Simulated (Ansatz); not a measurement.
We consider hcp Ru, described by PBE-D4 (PAW; Ansatz, an electronic-structure program).

Input file:

Ansatz 0.2 input:
```yaml
crystal:
  lattice:
    - [1.3522905263, -2.3422358982, 0.0]
    - [1.3522905263, 2.3422358982, 0.0]
    - [0.0, 0.0, 4.2683747189]
  atoms:
    - { symbol: Ru, position: [0.3333333333, 0.6666666667, 0.25] }
    - { symbol: Ru, position: [0.6666666667, 0.3333333333, 0.75] }
basis:
  ecutwfc: 520
  ecutrho_ratio: 4
  xc_grid: 2
kpoints:
  mp_grid: { grid: [24, 24, 14] }
hamiltonian:
  xc: pbe
  dispersion: d4
  pseudopotentials: { kind: paw }
scf:
  occupations: { method: fermi_dirac, width: 0.05 }
  convergence: { dr2_threshold: 0.0000000002 }
output:
  forces: true
  stress: true
  eigenvalues: true
```

Excerpt of the program's output:

```
Crystal: 2 atoms, lattice volume = 27.039 Å³
Basis set: ecut = 520 eV, 711 PW (Γ), exchange–correlation on 48×48×64 points (8 copies of the dense FFT grid, shifted against one another)
Bands: 20, of which v1, the nominal top of the filled ones, is band 16 counted from 1 (15 counted from 0)
Symmetry: 24 space group operations
Space group: P63/mmc (ITA 194), of the structure as read, at distance tolerance 3.0e-5 Å
k-points: 488 of 8064
Functional: x = pbe(κ = 0.804, μ = 0.2195149727645171), c = pbe(β = 0.06672455060314922)
SCF iter   1: F=—  HF=-11758.428669 eV  |F-HF|=—  |Δ(HF+E_count)|=         —  Δρ=6.62e-3  dr2=2.34e-3
SCF iter   2: F=—  HF=-11758.431269 eV  |F-HF|=—  |Δ(HF+E_count)|=   2.60e-3  Δρ=3.86e-3  dr2=8.30e-4
  ...
SCF iter   6: F=—  HF=-11758.432295 eV  |F-HF|=—  |Δ(HF+E_count)|=   2.60e-8  Δρ=4.22e-6  dr2=1.14e-9
SCF iter   7: F=-11758.432295 eV  HF=-11758.432295 eV  |F-HF|=3.27e-11  |Δ(HF+E_count)|=   1.19e-9  Δρ=8.66e-7  dr2=5.08e-11
SCF 1 converged in 7 iterations: F = -11758.432295 eV  dr2 = 5.08e-11
SCF converged after 7 iterations
Free energy (F): -11758.432295 eV
Internal energy: -11758.416784 eV  (E = F + TS)
E sigma→0 (E₀):  -11758.424540 eV
Fermi energy:    23.655548 eV
--- Forces (eV/Å), atoms counted from 1 ---
  atom   1  Ru     0.00000000    -0.00000000    -0.00000000
  atom   2  Ru     0.00000000     0.00000000     0.00000000
--- Stress (GPa, compression-positive) ---
        0.001095      -0.000000       0.000000
        0.000000       0.001095       0.000000
        0.000000       0.000000      -0.001448
  P = ⅓ Tr σ = 0.0002 GPa (0.002 kbar)
```

The result took around 11 core-seconds (rough).
